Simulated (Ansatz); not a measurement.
This Ansatz (a program for electronic structure) input (MP2/cc-pwCVQZ) gives -342.62778 Eh with 199 basis functions. A basis named .json is the Basis Set Exchange file of that set (core-valence sets with the plain set on hydrogen).

Ansatz 0.2 input:
```yaml
crystal:
  periodic: [false, false, false]
  atoms:
    - {symbol: P, position_ang: [0.00032744, 0.00049281, 0.06308582]}
    - {symbol: H, position_ang: [-0.03026407, 1.34802484, -0.32583010]}
    - {symbol: H, position_ang: [1.18225281, -0.65296472, -0.31649250]}
    - {symbol: H, position_ang: [-1.15690038, -0.70245221, -0.30396469]}
basis:
  gaussian:
    orbitals: cc-pwCVQZ.json
total_charge: 1
magnetization: {spin_polarized: true, initial_magnetization: 1}
correlation: {method: mp2, frozen_orbitals: {H: 0, P: 1}}
```

Change:
```diff
- orbitals: cc-pwCVQZ.json
+ orbitals: cc-pCVQZ.json
```

Task: What does the run give now?

Result: -342.64012 Eh (MP2/cc-pCVQZ, 199 functions), a change of -12.34 mEh.
